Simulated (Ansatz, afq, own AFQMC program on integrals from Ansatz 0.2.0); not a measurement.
GeIF2, doublet in def2-TZVP, levels against AFQMC with the constraint released

```xyz
4

Ge    0.5631    0.1282   -0.5976
F     2.0272   -0.7618   -0.3215
F     0.1194   -0.3593   -2.2029
I     1.0406    2.6186   -0.5471
```

Connectivity, by distances: F–Ge(–F)–I.

Basis def2-TZVP with its core potentials. Only valence electrons are correlated. Ansatz 0.2.0 and our own AFQMC program on the same integrals; the CISD trial comes from CCSD amplitudes, and released means the phaseless constraint is let go. ± is one standard error of the sampling. No spin–orbit coupling.

Determinant: UHF, the one that the program's search chose, which needn't be the lowest solution. The geometry is a PBE0/def2-SVP stationary point of this or a neighbouring charge and spin state.

No full CI on the walks' own integrals is used here. The released AFQMC energy serves as the reference, which it does only where one determinant dominates, the energy is flat over the last release times and near the phaseless one (40 meV or 2 meV an electron, half that with transition metals). On small molecules, where full CI could be run and the noise was under 10 meV, such values lay within 10 meV of it in 19 cases of 20, a flattering rate, since the rule was set on those same cases; what remains of the bias isn't in the error bar.

Cautions: no spin-orbit coupling; no relativity below Rb; inner d shell frozen; the released value is read at 0.90 1/Eh with a noise of 23 meV, more than in the cases checked (meV from the phaseless value at times in 1/Eh: 12 ± 18 at 0.21, 0 ± 24 at 0.42, 14 ± 22 at 0.63, 17 ± 23 at 0.90).

- T1 diagnostic: 0.0165
- weight of the determinant in the CISD state: 0.811
- ⟨S²⟩ of the determinant: 0.772
- size of the correlated space: 25 electrons in 135 orbitals

```csv
level,correlation energy (eV)
MP2,-19.8333
CCSD,-20.2306
CCSD(T),-20.9378
```

(1) Estimate where AFQMC with the constraint released lies against CCSD(T) on the same integrals.

(1) 0.93 ± 0.52 kcal/mol below CCSD(T). The gap is under twice the noise, so this walk alone can't tell the two apart.

Reference: AFQMC with the constraint released, correlation energy -20.978 ± 0.023 eV.

```
        level  E − E(reference) (kcal/mol)  share of correlation (%)
      CCSD(T)                  0.93 ± 0.52                     99.81
ph-AFQMC/CISD                 -0.39 ± 0.69                    100.08
```

Released energies are given only where the last usable release times agree within the noise; a slower fall can still hide under it.
